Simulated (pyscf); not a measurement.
HN=Si(F)–F (SMILES N=[Si](F)F) + H₂ (SMILES [H][H]) -> F–Si:–F (SMILES F[Si]F) [singlet] + NH₃ (SMILES N), a concerted two-bond exchange (singlet surface; N–Si, H–H broken, H–N, H–N formed). Structures and frequencies: ωB97X-D3(BJ)/def2-SVP in PySCF. Energies in eV from the separated reactants.

Small-basis levels: PySCF, no dispersion term, spherical d functions. 

Question: Quick HF/3-21G single points give ΔE‡ = 2.07 eV and ΔE = -1.76 eV. What does ωB97M-D3(BJ)/def2-TZVP give, and how far is the quick result from it?

Answer: ωB97M-D3(BJ)/def2-TZVP gives ΔE‡ = 2.40 eV and ΔE = -0.90 eV. HF/3-21G lies 0.34 eV under it in the barrier and 0.87 eV under it in the reaction energy, so on this step it does not hold to within 0.13 eV. ωB97M-D3(BJ)/def2-TZVP has limits of its own. On the product side the descent ends in an adduct with a N–Si contact, 0.86 eV under the separated species and 4.15 eV under the saddle at ωB97X-D3(BJ)/def2-TZVP. What is counted as broken (N–Si) persists as a longer contact in the product adduct; parting that adduct is a step of its own. At ωB97X-D3(BJ)/def2-TZVP the barrier from the zero used here is 2.55 eV. This is the saddle that the search found; another between the same sides may lie lower. A restricted solution here is unstable towards spin polarisation, so biradical character is likely and single-reference numbers are less safe.
